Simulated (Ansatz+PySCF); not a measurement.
Values are calculated unless marked as measured or tabulated.
Several solutions for doublet C₂H

```xyz
3

H    -0.0107    0.0462   -1.5373
C     0.0240   -0.0382   -0.4981
C     0.0095    0.0308    0.7737
```

Basis set: def2-SVP (spherical functions). Charge 0, multiplicity 2.

UHF was run from several starts with Ansatz (development build ahead of 0.2.0) and PySCF 2.14.0.

| run | program | start | converged | energy (hartree) | <S²> |
| --- | --- | --- | --- | --- | --- |
| A | PySCF | guess 1e, instabilities followed | yes | -76.08886 | 1.41 |
| B | PySCF | guess atom, instabilities followed | yes | -76.07613 | 0.84 |
| C | PySCF | guess minao, instabilities followed | yes | -76.07613 | 0.84 |
| D | Ansatz | search for the lowest state | yes | -76.08886 | 1.41 |
| E | Ansatz | atomic start, no search | yes | -76.07613 | 0.84 |
| F | PySCF | program defaults | yes | -76.07613 | 0.84 |
| G | Ansatz | stability test followed | yes | -76.07613 | 0.84 |
| H | PySCF | guess huckel, instabilities followed | yes | -76.07613 | 0.84 |

(1) Which runs reached the lowest solution of this kind, and what is wrong with the others?

Results:

(1) A, D reached the lowest solution found. Converged but too high: B by 0.35 eV, C by 0.35 eV, E by 0.35 eV, F by 0.35 eV, G by 0.35 eV, H by 0.35 eV. Convergence only shows a stationary point, and even a stable one can lie too high; stability tests and further starts are what find lower ones. Caution: the unrestricted determinant is spin contaminated.
